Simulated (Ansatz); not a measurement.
**Pulling the pair apart**

The pair of HCl (SMILES Cl, atoms 1–2) and CO (SMILES [C-]#[O+], atoms 3–4), both closed shells, in one local arrangement (a lower one may exist), relaxed at PBE0-D4/def2-TZVP:

| atom | x (Å) | y (Å) | z (Å) |
| --- | --- | --- | --- |
| Cl1 | -0.0874 | -0.2236 | -2.3601 |
| H2 | -0.0413 | -0.1027 | -1.0803 |
| C3 | 0.0425 | 0.1100 | 1.1626 |
| O4 | 0.0862 | 0.2163 | 2.2778 |

CO is shifted rigidly along the line between the mean atom positions of the two fragments (negative: closer). Counterpoise interaction energies in kJ/mol. Program: Ansatz 0.2.0. Basis: def2-TZVPPD. Cores are frozen in the correlated methods. B3LYP uses VWN-RPA correlation.

| shift (Å) | B3LYP-D4 | HF | PBE0-D4 |
| --- | --- | --- | --- |
| -0.35 | -1.9 | 16.3 | -4.7 |
| -0.18 | -7.2 | 5.9 | -9.1 |
| 0.00 | -8.8 | 0.5 | -10.2 |
| 0.18 | -8.7 | -2.0 | -9.7 |
| 0.42 | -7.3 | -3.1 | -8.2 |
| 0.89 | -4.5 | -2.6 | -5.2 |
| 1.77 | -1.7 | -1.2 | -2.0 |
| 3.54 | -0.4 | -0.2 | -0.5 |

What does CCSD(T) give at these shifts? (An estimate is asked for; the value comes from the calculation.)

Computed: 2.4, -4.4, -7.1, -7.7, -7.0, -4.6, -1.9, -0.5 kJ/mol. For zero shift, CCSD(T) at an estimated basis limit (MP2 extrapolated from triple and quadruple zeta, plus CCSD(T) − MP2 in triple zeta) gives -8.1 kJ/mol. These are counterpoise interaction energies, counted from the two frozen fragments.

The T1 diagnostic stays at or below 0.015.

For scale, one of the runs: CCSD(T)/def2-TZVPPD, 145 basis functions, launched by `ansatz run in.yaml --threads 2 --pin off --events-out ev --progress --plain --max-ram 5222MiB`. The run took 10 s on 2 CPU threads of an Intel Xeon Platinum 8259CL (shared host), with 0.87 GiB of host memory at its peak.
